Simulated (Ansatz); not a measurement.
## SiH2 (SMILES [SiH2]): methods side by side

SiH2 has 3 atoms, charge 0, and is taken as a singlet. SMILES: `[SiH2]`. The coordinates come from a PBE0-D4/def2-TZVP relaxation.

```xyz
3

Si   -0.4912    0.4686   -0.2136
H     0.8403    0.5786    0.5225
H    -0.3491   -1.0472   -0.3089
```

Quantity: the vertical electron affinity (to the doublet anion), in eV. The values are calculated.

The electron affinity is E(neutral) − E(anion): positive where the electron is bound.

| level | kind | program | value (eV) | less FCI/3-21G | CPU time (all runs) |
| --- | --- | --- | --- | --- | --- |
| BLYP/3-21G | GGA | Ansatz | 0.58 | +0.32 | 1.6 s |
| PBE/3-21G | GGA | Ansatz | 0.87 | +0.61 | 1.7 s |
| B3LYP/3-21G | global hybrid | Ansatz | 0.79 | +0.53 | 1.6 s |
| BHLYP/3-21G | global hybrid | Ansatz | 0.71 | +0.45 | 1.7 s |
| wB97M-V/3-21G | range-separated hybrid | Ansatz | 0.58 | +0.32 | 16 s |
| B2PLYP/3-21G | double hybrid | Ansatz | 0.57 | +0.31 | 2 s |
| CCSDT(Q)/3-21G | coupled cluster or CI | Ansatz | 0.26 | 0.00 | 2.1 s |
| FCI/3-21G | exact in the basis | Ansatz | 0.26 | 0.00 | 1.3 s |

FCI/3-21G is exact within its basis and frozen core, so for wave-function methods in that basis the difference is their error; functionals converge differently with the basis, so for them it is only a difference. The values span 0.26 to 0.87 eV. All rows use very small basis sets, so none should be taken for the real molecule's value. Times are those of the runs behind each value, whatever else they computed, on shared processors of several kinds: orders of magnitude only.
